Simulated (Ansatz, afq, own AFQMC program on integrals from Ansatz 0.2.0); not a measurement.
# Where AFQMC and coupled cluster stand for CHSi⁻, quintet

```tsv
atom	x (Å)	y (Å)	z (Å)
Si	0.0000	0.0326	0.6172
C	0.0000	-0.1270	-1.2686
H	0.0000	0.6065	-2.0825
```

Connectivity, by distances: Si–CH.

Basis aug-cc-pVDZ. Noble-gas cores (and the filled d shells of Ga–Kr and In–Xe) are frozen. Ansatz 0.2.0 and our own AFQMC program on the same integrals; the CISD trial comes from CCSD amplitudes, and released means the phaseless constraint is let go. ± is one standard error of the sampling.

Determinant: UHF, the one that the program's search chose, which needn't be the lowest solution. The geometry is a PBE0/def2-TZVP stationary point of this or a neighbouring charge and spin state.

No full CI on the walks' own integrals is used here; CCSDT(Q) serves as the reference and is uncertain by about the last step of the cluster series.

Cautions: lower spins were not checked; unrestricted determinant slightly spin contaminated (⟨S²⟩ 6.05 against 6.00); the released energies move by 1.5 errors or more from one time to the next, so no released level is given (meV from the phaseless value at times in 1/Eh: -7 ± 3 at 0.24, -13 ± 3 at 0.51, -18.0 ± 2.1 at 0.99, -16 ± 3 at 1.62, -27 ± 4 at 2.40), though the last usable value meets CCSDT(Q) within the noise.

- T1 diagnostic: 0.0342
- weight of the determinant in the CISD state: 0.860
- ⟨S²⟩ of the determinant: 6.053
- size of the correlated space: 10 electrons in 53 orbitals

```csv
level,correlation energy (eV)
MP2,-4.3253
CCSD,-5.3101
CCSD(T),-5.4968
```

Question: Estimate where phaseless AFQMC with a CISD trial lies against CCSD(T) on the same integrals.

Answer: 2.8 ± 0.2 kJ/mol below CCSD(T).

Reference: CCSDT(Q), correlation energy -5.551 eV.

| level | E − E(reference) (kJ/mol) | share of correlation (%) |
| --- | --- | --- |
| CCSD(T) | 5.3 | 99.02 |
| CCSDT | 1.1 | 99.79 |
| ph-AFQMC/CISD | 2.5 ± 0.2 | 99.53 |

A walk keeps the symmetry of its determinant, which the program's search chose and which needn't be the lowest solution, so a lower state of the same spin and another symmetry isn't excluded.
